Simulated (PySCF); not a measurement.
SMILES c1ccccc1 (GFN2-xTB optimised geometry):

```
12

C     -0.692    -1.199     0.000
C     -1.385     0.000     0.000
C     -0.692     1.199     0.000
C      0.692     1.199     0.000
C      1.385     0.000     0.000
C      0.692    -1.199     0.000
H     -1.232    -2.135     0.000
H     -2.465     0.000     0.000
H     -1.233     2.135     0.000
H      1.233     2.135     0.000
H      2.465     0.000     0.000
H      1.232    -2.135     0.000
```

Level of theory: PySCF 2.14.0 with B3LYP/def2-TZVP.

Problem. What are the frontier orbital energies and the dipole moment?

Solution. HOMO-2 -9.48 eV, HOMO-1 -7.08 eV, HOMO -7.08 eV, LUMO -0.35 eV, LUMO+1 -0.35 eV; dipole moment 0.00 D.

Meta-Löwdin charges at B3LYP/def2-TZVP: C1 -0.12, C2 -0.12, C3 -0.12, C4 -0.12, C5 -0.12, C6 -0.12, H7 0.12, H8 0.12, H9 0.12, H10 0.12, H11 0.12, H12 0.12.
